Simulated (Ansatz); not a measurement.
**C₄H₅N: small, medium and large basis sets**

The task here is to estimate one member of a computed series from the others.

Method: one geometry, several basis sets; program: Ansatz 0.2.0, Gaussian basis.

The runs, in order: PBE0-D4/def2-SVP; ωB97M-V/def2-SVP; PBE0-D4/def2-QZVPP; ωB97M-V/def2-QZVPP; the functionals' def2-TZVPP values are taken from earlier runs.

## The geometry

An earlier PBE0-D4 in a triple-zeta def2 set relaxation fixed the geometry.

SMILES `CC1=CC=N1`, 10 atoms, charge 0, spin multiplicity 1.

Atoms are counted from 1 here; the program's logs count them from 0.

Bond lengths: C1–C2 1.460 Å, C1–H6 1.096 Å, C1–H7 1.091 Å, C1–H8 1.095 Å, C2–C3 1.331 Å, C2–N5 1.553 Å, C3–C4 1.528 Å, C3–H9 1.080 Å, C4–N5 1.277 Å, C4–H10 1.090 Å. Angles: C2–C1–H6 109.9°, C2–C1–H7 111.5°, C2–C1–H8 109.9°, H6–C1–H7 109.4°, H6–C1–H8 106.5°, H7–C1–H8 109.5°, C1–C2–C3 141.4°, C1–C2–N5 125.0°, C3–C2–N5 93.6°, C2–C3–C4 84.3°, C2–C3–H9 136.8°, C4–C3–H9 139.0°, C3–C4–N5 97.1°, C3–C4–H10 135.9°, N5–C4–H10 127.0°, C2–N5–C4 85.0°.

As a file:

```xyz
10
charge 0, multiplicity 1
C    -1.42807   -0.59850    0.00529
C    -0.08178   -0.03379   -0.02124
C     1.00725    0.09454    0.73371
C     1.57044    0.83955   -0.47508
N     0.53924    0.73129   -1.22101
H    -2.16736    0.19210   -0.16384
H    -1.63576   -1.09273    0.95503
H    -1.54760   -1.31620   -0.81366
H     1.31626   -0.19954    1.72617
H     2.51055    1.33207   -0.72246
```

Set-up of the first run:

File in.yaml:

```yaml
crystal:
  periodic: [false, false, false]
  atoms:
    - {symbol: C, position_ang: [-1.428066, -0.598503, 0.005292]}
    - {symbol: C, position_ang: [-0.081775, -0.033785, -0.021244]}
    - {symbol: C, position_ang: [1.007254, 0.094542, 0.733712]}
    - {symbol: C, position_ang: [1.570442, 0.839547, -0.475079]}
    - {symbol: N, position_ang: [0.539241, 0.731287, -1.221006]}
    - {symbol: H, position_ang: [-2.167355, 0.192104, -0.163845]}
    - {symbol: H, position_ang: [-1.635757, -1.092731, 0.955026]}
    - {symbol: H, position_ang: [-1.547598, -1.316201, -0.813665]}
    - {symbol: H, position_ang: [1.316264, -0.199536, 1.726172]}
    - {symbol: H, position_ang: [2.510550, 1.332074, -0.722463]}
basis:
  gaussian: {orbitals: def2-SVP}
hamiltonian: {xc: pbe0, dispersion: d4}
output: {orbitals: {seedname: orbitals}}
```

On the command line:

```console
ansatz run in.yaml --threads 2 --pin off --events-out ev --progress --plain --max-ram 4352MiB
```

Steps of the session up to this table: PBE0-D4 in def2-SVP; ωB97M-V in def2-SVP; PBE0-D4 in def2-QZVPP; ωB97M-V in def2-QZVPP.

One table of the session follows, with a row left open; its other results are not shown here.

It belongs to the step «Functionals by basis». 

```
functional       basis  HOMO (eV)
   PBE0-D4    def2-SVP      -6.15
   PBE0-D4  def2-TZVPP      -6.19
   PBE0-D4  def2-QZVPP      -6.21
   ωB97M-V    def2-SVP      -8.39
   ωB97M-V  def2-TZVPP      -8.43
   ωB97M-V  def2-QZVPP          ?
```

Estimate the missing values for ωB97M-V, def2-QZVPP.

The run gave: HOMO (eV): -8.46. In the column «HOMO (eV)» it is the lowest.
